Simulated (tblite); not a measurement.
Input of a run (GFN2-xTB geometry optimisation, gas phase (tblite 0.8.0)), started from a force field or distance geometry:
```
{"job": {"kind": "relax", "xc": "GFN2-xTB", "basis": "xTB"}, "charge": 0, "multiplicity": 2}
C     -1.163100     1.102800     0.460000
C     -0.543500    -0.117300    -0.102500
C     -1.176700    -1.306000    -0.137100
C      0.847900    -0.042600    -0.618600
C      1.746000     0.379700     0.514500
S      3.064700     0.804500     0.146000
H     -1.972600     0.902400     1.191100
H     -1.490600     1.819100    -0.325200
H     -0.626500    -2.129500    -0.560900
H     -2.207000    -1.415300     0.228100
H      1.194000    -1.060800    -0.921600
H      0.932600     0.693500    -1.449800
H      1.390300     0.370000     1.558300
```

Output (eV, eV/Å):
```
step      E/eV     max force
  0    -471.30065   13.811
  1    -471.80508    7.122
  2    -472.34888    4.037
  3    -472.52744    3.489
  4    -472.64808    0.786
  5    -472.70045    0.753
  6    -472.85189    0.707
  7    -472.87538    0.538
  8    -472.92325    0.493
  9    -472.96182    0.731
 10    -473.00448    0.763
 11    -473.05327    0.616
 12    -473.11413    0.709
 13    -473.17089    0.620
 14    -473.20403    1.302
 15    -473.23759    0.692
 16    -473.26717    0.472
 17    -473.29590    0.413
 18    -473.30337    0.267
 19    -473.31164    0.231
 20    -473.31489    0.186
 21    -473.31669    0.146
 22    -473.31787    0.101
 23    -473.31897    0.098
 24    -473.31953    0.068
 25    -473.31991    0.041
 26    -473.32013    0.039
 27    -473.32041    0.060
 28    -473.32073    0.064
 29    -473.32102    0.045
 30    -473.32121    0.037
 31    -473.32136    0.036
 32    -473.32153    0.044
 33    -473.32175    0.050
 34    -473.32200    0.043
 35    -473.32219    0.029
 36    -473.32230    0.025
 37    -473.32237    0.020
 38    -473.32244    0.024
 39    -473.32252    0.023
 40    -473.32259    0.021
 41    -473.32264    0.020
 42    -473.32270    0.018
 43    -473.32276    0.020
 44    -473.32283    0.024
 45    -473.32292    0.023
 46    -473.32300    0.027
 47    -473.32312    0.028
 48    -473.32332    0.038
 49    -473.32361    0.043
 50    -473.32391    0.045
 51    -473.32414    0.040
 52    -473.32432    0.039
 53    -473.32454    0.045
 54    -473.32481    0.050
 55    -473.32509    0.041
 56    -473.32532    0.042
 57    -473.32555    0.045
 58    -473.32591    0.067
 59    -473.32608    0.125
 60    -473.32718    0.090
 61    -473.32853    0.100
 62    -473.32697    0.560
 63    -473.33213    0.185
 64    -473.33378    0.126
 65    -473.32544    0.890
 66    -473.33601    0.070
 67    -473.33707    0.082
 68    -473.33812    0.374
 69    -473.33920    0.165
 70    -473.33981    0.134
 71    -473.34216    0.079
 72    -473.34309    0.107
 73    -473.34439    0.106
 74    -473.34534    0.114
 75    -473.34647    0.079
 76    -473.34712    0.167
 77    -473.34816    0.097
 78    -473.34894    0.087
 79    -473.34981    0.131
 80    -473.35017    0.106
 81    -473.35080    0.102
 82    -473.35133    0.057
 83    -473.35152    0.148
 84    -473.35192    0.033
 85    -473.35208    0.028
 86    -473.35232    0.042
 87    -473.35243    0.048
 88    -473.35264    0.042
 89    -473.35274    0.033
 90    -473.35281    0.031
 91    -473.35287    0.026
 92    -473.35296    0.039
 93    -473.35310    0.049
 94    -473.35325    0.041
 95    -473.35335    0.036
 96    -473.35344    0.022
 97    -473.35349    0.018
 98    -473.35354    0.020
 99    -473.35358    0.029
100    -473.35362    0.020
101    -473.35366    0.015
102    -473.35367    0.015
103    -473.35369    0.012
104    -473.35371    0.013
105    -473.35375    0.021
106    -473.35382    0.033
107    -473.35397    0.043
108    -473.35423    0.040
109    -473.35450    0.043
110    -473.35474    0.049
111    -473.35508    0.051
112    -473.35562    0.046
113    -473.35635    0.033
114    -473.35680    0.062
115    -473.35656    0.159
116    -473.35723    0.037
117    -473.35732    0.032
118    -473.35745    0.031
119    -473.35780    0.031
120    -473.35809    0.030
121    -473.35878    0.040
122    -473.35921    0.065
123    -473.35894    0.072
124    -473.35948    0.034
125    -473.35953    0.031
126    -473.35961    0.019
127    -473.35967    0.019
128    -473.35987    0.021
129    -473.35992    0.019
130    -473.35995    0.005
```

Problem. Summarise the run.

Solution. The energy falls by 198.7 kJ/mol over 130 L-BFGS steps, the largest force on an atom goes from 13.81 to 0.005 eV/Å, and the atoms move by 0.567 Å rms after alignment. The bond that changes most is C5=S6 (ends: carbon bonded to C, S and H; sulfur bonded to C), which lengthens by 0.181 Å. Bonds longer at the end by more than 0.005 Å: 3 of 12; shorter: 8. Among the angles that change most is C2–C1–H8, from 112.7° to 121.5°. Among the dihedrals that turn most is H8–C1–C2–C3, from -105° to 178°. The energy rose by more than 1e-5 eV at steps 62, 65, 115 and 123. The first step brought 24 % of the lowering.

Problem. What are the final bond lengths?

Solution. C1–C2 1.375 Å, C2=C3 1.375 Å, C2–C4 1.520 Å, C4–C5 1.485 Å, C5=S6 1.614 Å, C1–H7 1.075 Å, C1–H8 1.074 Å, C3–H9 1.075 Å, C3–H10 1.075 Å, C4–H11 1.093 Å, C4–H12 1.090 Å, C5–H13 1.087 Å. Numbering counts from 1 in the input's order; the species is `[CH2]C(=C)CC=S` [radical].

On one thread of an Arm Neoverse V2, shared host with 96 logical CPUs at a one-minute load of 57, this took 0.52 s.

Its GFN2-xTB frequencies are all real (lowest 24 cm⁻¹).

One conformer stands for the species.

These are computed values.
